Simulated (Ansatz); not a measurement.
## triplet BN: levels of theory in one basis

```xyz
2

B     0.0000    0.0000    0.0000
N     0.0000    0.0000    1.2810
```

Basis set: def2-SVP (spherical functions). Left uncorrelated: 2 orbitals. Correlation on ROHF uses semicanonical orbitals with singles. Charge 0, multiplicity 3.

Computed with Ansatz (development build ahead of 0.2.0); each method stands on the lowest determinant of its kind that the runs found.

```
      method  E − E(ROHF) (eV)  <S²> of the determinant
        ROHF              0.00                        –
         UHF             -0.10                     2.04
    ROHF-MP2             -4.89                        –
ROHF-CCSD(T)             -5.63                        –
 UHF-CCSD(T)             -5.63                     2.04
```

What does UHF-MP2 give on the same scale?

-4.84 eV.

Is a single determinant a sound starting point here?

By this sign, yes. Unrestricted orbitals gain 0.10 eV and <S²> is 2.04 against 2.00 for a pure state.

Caution: another spin multiplicity may lie lower.
